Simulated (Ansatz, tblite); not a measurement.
**The cluster RbF₂−: rung by rung**

How do method and basis change the picture of the cluster RbF₂− (singlet)?

Program: Ansatz 0.2.0, Gaussian basis. Level of theory: as each input shows. These are calculated values, not measurements.

Levels to be run: GFN1-xTB, GFN2-xTB, PBE-D4/def2-TZVPD, r2SCAN-D4/def2-TZVPD, ωB97M-V/def2-TZVPD, BLYP-D4/def2-TZVPD, r2SCANh-D4/def2-TZVPD, HSE06-D4/def2-TZVPD, BHLYP-D4/def2-TZVPD, PBE+5HF/def2-TZVPD, PBE+10HF/def2-TZVPD, PBE+15HF/def2-TZVPD, PBE+35HF/def2-TZVPD, PBE+50HF/def2-TZVPD, PBE-D4/def2-SVPD, PBE0-D4/def2-SVPD, CCSD(T)/def2-TZVPPD, MP2/def2-TZVPD, RPA/def2-TZVPD.

### Step 1. The geometry

The singlet was relaxed beforehand with r2SCAN-D4/def2-TZVPD. At that level it is the lowest of the isomers that a small search found.

3 atoms, charge -1, spin multiplicity 1.

Bond lengths: Rb1–F2 2.556 Å, Rb1–F3 2.556 Å. Angles: F2–Rb1–F3 179.9°.

Rb takes a core potential in the def2 sets. No spin-orbit coupling is included. The ion is computed in the gas phase, without counter-ions or solvent.

PBE0-D4/def2-TZVPD was run before; its log isn't repeated, and its numbers join the tables.

### Step 2. GFN1-xTB

Tight binding, by tblite at 300 K electronic temperature and without a spin-polarisation term:

```python
tblite.interface.Calculator('GFN1-xTB', numbers, positions, charge=-1, uhf=0).singlepoint()
```

Energy -296.0194 eV, HOMO -6.26 eV, LUMO -4.63 eV; 0.007 s.

### Step 3. GFN2-xTB

Tight binding, by tblite at 300 K electronic temperature and without a spin-polarisation term:

```python
tblite.interface.Calculator('GFN2-xTB', numbers, positions, charge=-1, uhf=0).singlepoint()
```

Energy -271.9346 eV, HOMO -4.45 eV, LUMO -1.49 eV; 0.004 s.

### Step 4. PBE-D4/def2-TZVPD

start.molden holds the orbitals of an earlier run on this state, given as this run's starting guess.

in.yaml

```yaml
crystal:
  periodic: [false, false, false]
  atoms:
    - {symbol: Rb, position_ang: [-0.000696, 0.000355, -0.000923]}
    - {symbol: F, position_ang: [-1.562412, -1.982912, 0.398373]}
    - {symbol: F, position_ang: [1.563118, 1.982567, -0.397460]}
basis:
  gaussian: {orbitals: def2-TZVPD, initial_orbitals: start.molden}
total_charge: -1
hamiltonian: {xc: pbe, dispersion: d4}
scf: {omitted_lower_state_checks: [starts]}
output: {orbitals: {seedname: orbitals}}
```

Run with:

```console
$ ansatz run in.yaml --threads 4 --pin off --events-out ev --progress --plain --max-ram 3916MiB
```

Further steps of the session: r2SCAN-D4/def2-TZVPD; ωB97M-V/def2-TZVPD; BLYP-D4/def2-TZVPD; r2SCANh-D4/def2-TZVPD; HSE06-D4/def2-TZVPD; BHLYP-D4/def2-TZVPD; PBE+5HF/def2-TZVPD; PBE+10HF/def2-TZVPD; PBE+15HF/def2-TZVPD; PBE+35HF/def2-TZVPD; PBE+50HF/def2-TZVPD; PBE-D4/def2-SVPD; PBE0-D4/def2-SVPD; CCSD(T)/def2-TZVPPD; MP2/def2-TZVPD; RPA/def2-TZVPD.

Before running them: what should the planned runs give, taken together? Wanted: gap in def2-TZVPD, named functionals, smallest and largest; gap over the share of exact exchange; correlation energy, CCSD(T)/def2-TZVPPD; correlation energy, MP2/def2-TZVPD; PBE0 total energy, smallest basis above largest.

The runs gave:

```
                                                  quantity                                 value
gap in def2-TZVPD, named functionals, smallest and largest  2.84 eV (BLYP-D4), 7.73 eV (ωB97M-V)
                      gap over the share of exact exchange          2.86 eV at 0, 7.03 eV at 0.5
                   correlation energy, CCSD(T)/def2-TZVPPD                             -18.60 eV
                        correlation energy, MP2/def2-TZVPD                             -17.27 eV
           PBE0 total energy, smallest basis above largest       6.16 eV (def2-SVPD, def2-TZVPD)
```

**Reading.** Over the named functionals in def2-TZVPD the gap runs from 2.84 eV (BLYP-D4) to 7.73 eV (ωB97M-V); exact exchange widens it. Raising the share of exact exchange from 0 to 0.5 moves the HOMO by -3.58 eV and the LUMO by +0.59 eV.
